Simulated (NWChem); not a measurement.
**Ionisation of H$_{2}$Si (+1)**

```
Si
H 1 1.5137
H 1 1.5137 2 119.91
```
Charge +1, spin multiplicity 2.

Everything below was run with NWChem. All single points use one geometry, from UPBE/def2-SVP, a minimum by its harmonic frequencies.

Basis set: def2-TZVP. −ε marks an orbital energy of the parent.

B3LYP has NWChem's definition, with VWN1-RPA local correlation. This spin state was chosen for the runs; another may lie lower. The structure started from a generated list of species. The unpaired electrons of the parent sit in orbitals of symmetry a1 (C2v labels of the run); other states weren't searched. No SCF solution was tested for a lower state.

Problem. One of these methods gave a first vertical ionisation energy of 13.59 eV. Which?
A) −ε(alpha HOMO) of B3LYP
B) −ε(alpha HOMO) of PBE0
C) −ε(alpha HOMO) of LDA (SVWN5)
D) G0W0@PBE

Solution. C, −ε(alpha HOMO) of LDA (SVWN5). The others give 14.91 (−ε(alpha HOMO) of PBE0), 14.63 (−ε(alpha HOMO) of B3LYP), 17.36 (G0W0@PBE).
